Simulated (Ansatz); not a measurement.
System: diamond-structure Si. Method: r²SCAN (PAW; Ansatz, a first-principles code).

Settings: plane-wave cutoff 600 eV, 12×12×12 k mesh, finite displacements, scalar-relativistic PAW data made under PBE.

Computed at the level's own relaxed cell.

Si is modelled in the cubic space group Fd-3m, origin choice 1 (No. 227), the diamond structure, Pearson symbol cF8. Lattice parameters: a = b = c = 5.444 Å, α = β = γ = 90.00°. Si on 8a has 4 Si at 2.357 Å (tetrahedral). (Neighbours: up to the widest gap in distance over summed covalent radii, below 1.35, at either atom.)
(The calculation used a cell of 2 atoms; values per cell refer to that cell.)

Harmonic phonon frequencies (cm⁻¹; i marks an imaginary mode):

| q point | frequencies |
|---|---|
| Γ | [?] |
| X | 157 157 416 416 461 461 |
| L | 118 118 384 414 492 492 |

Some entries are withheld; supply them.


- Γ, frequencies: 0 0 0 518 518 518

Measured, for comparison: zone-centre TO phonon frequency 525 cm⁻¹ (low temperature, zero-point motion not removed; as tabulated in Tanner et al. (2021), arXiv:2110.11888). Computed (rounded) less measured: zone-centre TO phonon frequency -1 %.

No imaginary mode appears at these points.
